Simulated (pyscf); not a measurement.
Single points on ωB97X-D3(BJ)/def2-SVP structures (PySCF, gas phase).

Task: For HS–Zn–SH (SMILES [SH][Zn][SH]) + H₂ (SMILES [H][H]) → H₂S (SMILES S) + HS–ZnH (SMILES [SH][ZnH]), a four-centre exchange (singlet surface; S–Zn, H–H broken, H–S, H–Zn formed), PBE/def2-TZVP gives ΔE‡ = 28.6 kcal/mol and ΔE = +17.5 kcal/mol (zero: the separated reactants). In which direction and how far do PBE0-D3(BJ)/def2-TZVP, M06-2X/def2-TZVP, ωB97M-D3(BJ)/def2-TZVP move these?

Result: PBE0-D3(BJ): ΔE‡ = 29.9 kcal/mol, ΔE = +18.2 kcal/mol; M06-2X: ΔE‡ = 34.2 kcal/mol, ΔE = +21.1 kcal/mol; ωB97M-D3(BJ): ΔE‡ = 34.2 kcal/mol, ΔE = +16.4 kcal/mol. PBE's barrier lies under all of them, by 1.3 to 5.6 kcal/mol. Its reaction energy lies among theirs. On the product side the descent ends in a complex, 8.0 kcal/mol under the separated species and 22.6 kcal/mol under the saddle at ωB97X-D3(BJ)/def2-TZVP. This is the saddle that the search found; another between the same sides may lie lower. Elements up to Kr have no core potential and no relativistic terms here.
